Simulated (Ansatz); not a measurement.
A relaxation, step by step

BSiH6, doublet, PBE0-D4/def2-TZVP (Ansatz 0.2.0). Settings:

```yaml
hamiltonian: {xc: pbe0, dispersion: d4}
relax: {f_tol: 0.005, max_steps: 200}
```

Start, a step off a saddle point along its unstable mode:

H1  (-0.224, -1.343, 0.638)
B2  (-0.958, 0.620, -0.201)
Si3  (0.857, -0.516, 0.161)
H4  (-1.402, 0.852, 0.902)
H5  (-1.573, -0.029, -1.020)
H6  (1.756, 0.087, 1.171)
H7  (-0.017, 1.272, -0.584)
H8  (1.562, -0.944, -1.067)
(Å)

| step | energy less the last (meV) | largest force component (eV/Å) |
| --- | --- | --- |
| 1 | 388.3 | 1.013 |
| 2 | 180.5 | 0.615 |
| 3 | 71.6 | 0.372 |
| 4 | 10.7 | 0.254 |
| 5 | 3.9 | 0.185 |
| 6 (rejected trial) | 18.7 | 0.827 |
| 7 | 0.2 | 0.012 |
| 8 | 0.0 | 0.006 |
| 9 | 0.0 | 0.001 |

Step 3, positions (Å) and forces (eV/Å):

| atom | x | y | z | Fx | Fy | Fz |
| --- | --- | --- | --- | --- | --- | --- |
| H1 | -0.026 | -1.653 | 0.763 | 0.318 | 0.144 | -0.094 |
| B2 | -0.949 | 0.671 | -0.225 | -0.106 | 0.037 | -0.007 |
| Si3 | 0.737 | -0.495 | 0.163 | -0.084 | -0.372 | 0.178 |
| H4 | -1.395 | 0.913 | 0.857 | -0.007 | 0.082 | -0.026 |
| H5 | -1.562 | 0.043 | -1.038 | -0.008 | 0.074 | -0.044 |
| H6 | 1.683 | 0.097 | 1.141 | -0.111 | 0.070 | -0.020 |
| H7 | 0.020 | 1.334 | -0.616 | 0.110 | -0.104 | 0.038 |
| H8 | 1.492 | -0.910 | -1.046 | -0.112 | 0.069 | -0.023 |

Step 5, positions (Å) and forces (eV/Å):

```tsv
atom	x	y	z	Fx	Fy	Fz
H1	0.192	-1.791	0.807	-0.032	0.026	-0.009
B2	-0.984	0.639	-0.207	-0.185	0.086	-0.023
Si3	0.714	-0.536	0.184	0.024	-0.012	0.004
H4	-1.459	1.064	0.805	0.065	-0.081	-0.048
H5	-1.628	0.185	-1.108	0.076	-0.022	0.082
H6	1.626	0.150	1.126	-0.012	0.031	0.024
H7	0.106	1.149	-0.538	0.082	-0.032	0.008
H8	1.434	-0.859	-1.068	-0.018	0.004	-0.037
```

Step 7, positions (Å) and forces (eV/Å):

```json
{"atom": "H1", "x": "0.174", "y": "-1.779", "z": "0.803", "Fx": "-0.012", "Fy": "0.010", "Fz": "-0.004"}
{"atom": "B2", "x": "-0.984", "y": "0.649", "z": "-0.212", "Fx": "0.009", "Fy": "-0.004", "Fz": "0.001"}
{"atom": "Si3", "x": "0.712", "y": "-0.531", "z": "0.182", "Fx": "0.002", "Fy": "-0.009", "Fz": "0.004"}
{"atom": "H4", "x": "-1.447", "y": "1.047", "z": "0.813", "Fx": "0.008", "Fy": "-0.009", "Fz": "-0.007"}
{"atom": "H5", "x": "-1.616", "y": "0.167", "z": "-1.102", "Fx": "0.009", "Fy": "-0.001", "Fz": "0.010"}
{"atom": "H6", "x": "1.619", "y": "0.157", "z": "1.129", "Fx": "-0.004", "Fy": "0.008", "Fz": "0.003"}
{"atom": "H7", "x": "0.115", "y": "1.148", "z": "-0.539", "Fx": "-0.007", "Fy": "0.000", "Fz": "0.001"}
{"atom": "H8", "x": "1.426", "y": "-0.857", "z": "-1.074", "Fx": "-0.005", "Fy": "0.003", "Fz": "-0.007"}
```

Last step (9):

```json
{"atom": "H1", "x (Å)": "0.1651", "y (Å)": "-1.7736", "z (Å)": "0.8011"}
{"atom": "B2", "x (Å)": "-0.9806", "y (Å)": "0.6486", "z (Å)": "-0.2123"}
{"atom": "Si3", "x (Å)": "0.7122", "y (Å)": "-0.5298", "z (Å)": "0.1811"}
{"atom": "H4", "x (Å)": "-1.4431", "y (Å)": "1.0405", "z (Å)": "0.8152"}
{"atom": "H5", "x (Å)": "-1.6119", "y (Å)": "0.1605", "z (Å)": "-1.0990"}
{"atom": "H6", "x (Å)": "1.6184", "y (Å)": "0.1576", "z (Å)": "1.1299"}
{"atom": "H7", "x (Å)": "0.1146", "y (Å)": "1.1529", "z (Å)": "-0.5408"}
{"atom": "H8", "x (Å)": "1.4252", "y (Å)": "-0.8568", "z (Å)": "-1.0753"}
```

Hardware: 2 CPU threads of an Arm Neoverse V2, shared host. Wall time about 15 s.
